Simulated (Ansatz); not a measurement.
A ladder of methods for BH (SMILES [BH])

BH has 2 atoms, charge 0, and is taken as a singlet. As SMILES, `[BH]`. Geometry: the measured bond length.

```
atom   x (Å)   y (Å)   z (Å)
   B  0.0000  0.0000  0.0000
   H  0.0000  0.0000  1.2324
```

Quantity: the energy change with the B1–H2 bond stretched from 1.232 to 3.081 Å, in eV. The values are calculated.

```
                           level                    kind  program  value (eV)  less FCI/def2-TZVP
       HF/def2-TZVP (restricted)            Hartree–Fock   Ansatz        4.98               +1.62
      PBE/def2-TZVP (restricted)                     GGA   Ansatz        3.71               +0.35
   r2SCAN/def2-TZVP (restricted)                meta-GGA   Ansatz        3.94               +0.58
    B3LYP/def2-TZVP (restricted)           global hybrid   Ansatz        4.07               +0.71
CAM-B3LYP/def2-TZVP (restricted)  range-separated hybrid   Ansatz        4.45               +1.09
   B2PLYP/def2-TZVP (restricted)           double hybrid   Ansatz        4.15               +0.79
  CCSD(T)/def2-TZVP (restricted)   coupled cluster or CI   Ansatz        3.26               -0.10
                       FCI/3-21G      exact in the basis   Ansatz        2.83               -0.53
                   FCI/def2-TZVP      exact in the basis   Ansatz        3.36                0.00
```

FCI/def2-TZVP is exact within its basis and frozen core, so for wave-function methods in that basis the difference is their error; functionals converge differently with the basis, so for them it is only a difference. Spin-restricted single references rise too steeply as a bond breaks, Hartree–Fock most of all. Perturbation and coupled-cluster corrections on them can overshoot downwards. The first shape isn't each level's own minimum. The values span 2.83 to 4.98 eV. High-level rows in very small sets aren't better than simpler rows in larger ones.
